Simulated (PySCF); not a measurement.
Gas-phase reaction: B₂H₆ + 2 BF₂ = 2 BH₂ + 2 BHF₂

Computed with PySCF and rigid-rotor harmonic-oscillator thermochemistry at 1 bar. S°(298 K) at PBE0/def2-TZVP differs from the NASA 1993 table for BH₂ (+14 J/mol/K); whether the harmonic model or the table's entry is off was not settled. † marks an energy on the PBE0/def2-TZVP geometry and frequencies; other levels use their own. MP2 and CCSD(T) freeze the core. Open shells (unrestricted): BF₂ (multiplicity 2), BH₂ (multiplicity 2); the rest are closed-shell singlets. B3LYP is the form with VWN-RPA correlation. MP2 isn't extrapolated to the basis-set limit; its ΔH°(298 K) is 119.1 kJ in def2-SVP and 134.4 kJ in def2-TZVPP. CCSD(T) isn't extrapolated to the basis-set limit; its ΔH°(298 K) is 111.4 kJ in def2-SVP and 124.2 kJ in def2-TZVPP. The harmonic model lacks anharmonicity and excited electronic states, which grow with temperature; levels with a mode under 35 cm⁻¹ are left out.

```
level                ΔE electronic, kJ  ΔH°(298 K), kJ  ΔS°(298 K), J/K  ΔG°(600 K), kJ
-------------------  -----------------  --------------  ---------------  --------------
B3LYP/def2-TZVP†                   148             124              152              31
BLYP/def2-TZVP†                    152             128              152              35
CCSD(T)/def2-TZVPP†                148             124              152              32
HF/def2-TZVP†                       58              34              152             -59
M06-2X/def2-TZVP†                  168             144              152              52
MP2/def2-TZVPP†                    159             134              152              42
PBE/def2-SVP                       198             176              150              85
PBE0/def2-SVP†                     181             157              152              64
PBE0/def2-TZVP                     188             164              152              71
LDA/def2-TZVP†                     268             244              152             151
ωB97M-V/def2-TZVP†                 162             138              152              45
```
ΔH° is lowest at HF/def2-TZVP† and highest at LDA/def2-TZVP†. No reference value is set beside these.
